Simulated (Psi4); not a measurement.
Process, species as SMILES: [O+]#[Si-] (O-Si) + 3 [H][H] (H2) → O (H2O) + [SiH4] (SiH4)
B3LYP-D3(BJ)/def2-TZVP geometries, fixed; electronic energies without zero-point terms.

Basis-set convergence of the energy of full hydrogenation at PBE with Psi4. Cartesian d functions, on some or all atoms, in 6-31G*; all else is spherical. Density fitting with the program's default auxiliary sets. Psi4's default fitting sets serve the pcseg sets less well. No added dispersion term, no relativity. Functions are those of the species that has most. Reference: the value in aug-cc-pV(Q+d)Z, -38.00 kcal/mol, itself unsure by roughly 0.96 kcal/mol (its mean distance from def2-QZVPPD, def2-QZVPP, cc-pV(Q+d)Z). Deviations are taken from unrounded values.

| basis | functions | energy of full hydrogenation (kcal/mol) | minus reference (kcal/mol) |
|---|---|---|---|
| STO-3G | 14 | -34.66 | 3.33 |
| 6-31G* | 34 | -29.57 | 8.42 |
| pcseg-1 | 38 | -38.12 | -0.12 |
| cc-pV(D+d)Z | 43 | -37.88 | 0.11 |
| 6-311G** | 50 | -36.27 | 1.73 |
| def2-SVPD | 56 | -49.90 | -11.90 |
| aug-pcseg-1 | 63 | -44.07 | -6.07 |
| 6-311++G(2d,2p) | 75 | -38.81 | -0.82 |
| cc-pV(T+d)Z | 95 | -34.86 | 3.14 |
| def2-TZVPP | 98 | -37.08 | 0.92 |
| 6-311++G(3df,3pd) | 119 | -38.86 | -0.87 |
| aug-cc-pV(T+d)Z | 147 | -37.77 | 0.23 |
| def2-QZVPPD | 208 | -37.63 | 0.37 |
